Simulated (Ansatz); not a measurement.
What each rung costs, and what it gives

Saddle point of CH$_{8}$OSi, singlet (SiH₄O ([OH][SiH3]) + CH₄ → CH₆OSi ([CH3][SiH2][OH]) + H₂; bonds formed: Si1–C7, H2–H6; bonds broken: Si1–H2, H6–C7), PBE0-D4/def2-TZVP structure:

Si1  (-0.350, 0.526, 0.484)
H2  (0.021, -0.820, 1.419)
H3  (-0.249, 1.549, -0.622)
H4  (-1.795, 0.266, 0.671)
O5  (0.563, 1.327, 1.608)
H6  (0.147, -1.006, 0.339)
C7  (0.166, -0.902, -1.050)
H8  (0.812, 2.206, 1.307)
H9  (1.083, -0.474, -1.454)
H10  (-0.680, -0.680, -1.700)
H11  (0.284, -1.992, -1.003)
(Å)

Barriers are electronic and count from the start structure reached by relaxing down the imaginary mode.

Ansatz 0.2.0; basis: as named in each row; cores frozen in the correlated methods. B3LYP uses VWN-RPA correlation. Extrapolation: Hartree–Fock as exp(−7.88 √X), correlation as X^−2.97.

Times are rough, for one single point on 4 threads of a shared host (Arm Neoverse V2).

The estimate by CCSD(T) at an estimated basis limit (MP2 extrapolated from triple and quadruple zeta, plus CCSD(T) − MP2 in triple zeta) is 305.3 kJ/mol.

```tsv
method	basis	time (s)	barrier (kJ/mol)	method less estimate
HF	STO-3G	under 1	655.6	350.2
PBE-D4	STO-3G	under 1	442.8	137.5
SPW92	def2-SVP	under 1	226.6	-78.7
PBE-D4	def2-SVP	under 1	264.3	-41.0
B3LYP-D4	6-31G	under 1	375.1	69.8
PBE0-D4	def2-SVP	under 1	285.7	-19.7
SPW92	def2-TZVPP	under 1	222.8	-82.5
CCSD(T)	def2-SVP	1	331.9	26.5
PBE-D4	def2-TZVPP	1	260.9	-44.4
BLYP-D4	def2-TZVPP	1	290.9	-14.4
B3LYP-D4	def2-TZVPP	1	303.7	-1.6
BHLYP-D4	def2-TZVPP	1	327.3	21.9
PBE0-D4	def2-TZVPP	1	279.9	-25.4
CAM-B3LYP-D4	def2-TZVPP	1	310.0	4.7
wB97M-V	def2-SVP	2	301.4	-3.9
r2SCAN-D4	def2-TZVPP	2	276.3	-29.0
r2SCAN0-D4	def2-TZVPP	2	289.8	-15.5
RPA on PBE	def2-TZVPP	2	312.4	7.0
B2PLYP	def2-TZVPP	2	311.2	5.8
PBE-QIDH	def2-TZVPP	2	297.2	-8.1
wB97X-V	def2-TZVPP	4	305.7	0.4
wB97M-V	def2-TZVPP	4	299.4	-6.0
B97M-V	def2-TZVPP	4	285.9	-19.4
MP2	def2-QZVPP	10	301.5	-3.8
CCSD(T)	def2-TZVPP	31	309.8	4.5
```

All methods are single points on the PBE0-D4 structures.

The T1 diagnostic stays at or below 0.012.

Labels in which every atom is bracketed show which atoms are joined, not bond orders.
